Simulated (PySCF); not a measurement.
## Calculated NMR parameters of Trithiane

| Item | Value |
| --- | --- |
| Formula | C3H6S3 |
| SMILES | C1SCSCS1 |
| InChI | InChI=1S/C3H6S3/c1-4-2-6-3-5-1/h1-3H2 |
| Point group of the computed structure | C3v |
| Degrees of unsaturation | 1 |
| Carbon signals | 1 |
| Proton signals | 1 |

Molfile (atoms numbered from 1):
```
C3H6S3
     RDKit          3D

 12 12  0  0  0  0  0  0  0  0999 V2000
    0.5504    1.4123    0.4306 C   0  0  0  0  0  0  0  0  0  0  0  0
   -1.2251    1.4300    0.1354 S   0  0  0  0  0  0  0  0  0  0  0  0
   -1.3660   -0.1205   -0.7665 C   0  0  0  0  0  0  0  0  0  0  0  0
   -0.9775   -1.6164    0.1557 S   0  0  0  0  0  0  0  0  0  0  0  0
    0.7706   -1.3080    0.4457 C   0  0  0  0  0  0  0  0  0  0  0  0
    1.1683    0.0999    1.4943 S   0  0  0  0  0  0  0  0  0  0  0  0
    1.0824    1.3950   -0.5247 H   0  0  0  0  0  0  0  0  0  0  0  0
    0.7866    2.3511    0.9324 H   0  0  0  0  0  0  0  0  0  0  0  0
   -0.7549   -0.0775   -1.6725 H   0  0  0  0  0  0  0  0  0  0  0  0
   -2.4104   -0.2071   -1.0664 H   0  0  0  0  0  0  0  0  0  0  0  0
    1.1583   -2.1899    0.9559 H   0  0  0  0  0  0  0  0  0  0  0  0
    1.2921   -1.2128   -0.5110 H   0  0  0  0  0  0  0  0  0  0  0  0
  1  2  1  0
  2  3  1  0
  3  4  1  0
  4  5  1  0
  5  6  1  0
  6  1  1  0
  1  7  1  0
  1  8  1  0
  3  9  1  0
  3 10  1  0
  5 11  1  0
  5 12  1  0
M  END
```

Gas phase, rapidly exchanging positions averaged, one conformer, non-relativistic. B97-2/pcSseg-2 with gauge-including orbitals; geometry: PBE0-D3(BJ)/def2-TZVP; PySCF 2.14.

Referencing at the same level of theory: ¹H (σref 31.64), ¹³C (σref 185.38) vs TMS; CS2 for ³³S (σref 517.10).

| carbon | δC, type | δH (multiplicity) | HMBC from (2–3 bonds) | span of the C tensor (ppm) |
| --- | --- | --- | --- | --- |
| C1/C3/C5 | 45.1, CH2 | 4.01 (s) | H7/H8/H9/H10/H11/H12 | 36 |

Other nuclei:
| atoms | nucleus | environment | δ (ppm) | σ (ppm) |
| --- | --- | --- | --- | --- |
| S2/S4/S6 | ³³S | sulfide sulfur | 38 | 479.4 |

- Carbon types of the structure: 3 × CH2, which accounts for all hydrogens.
- δC 45.1: sp3 CH2 bonded to 2 S.
- δH 4.01: hydrogen on an sp3 CH2 bonded to 2 S.

Shifts are as computed. Against solution values, carbons near 30 ppm lie about +3 ppm off and those near 130 ppm about +7 ppm; carbons on S a further +4 ppm. Of 1211 compounds with measured shifts, 218 miss one by over three times the rms of a fit or turn the order of signals round; such compounds aren't used in these exercises.
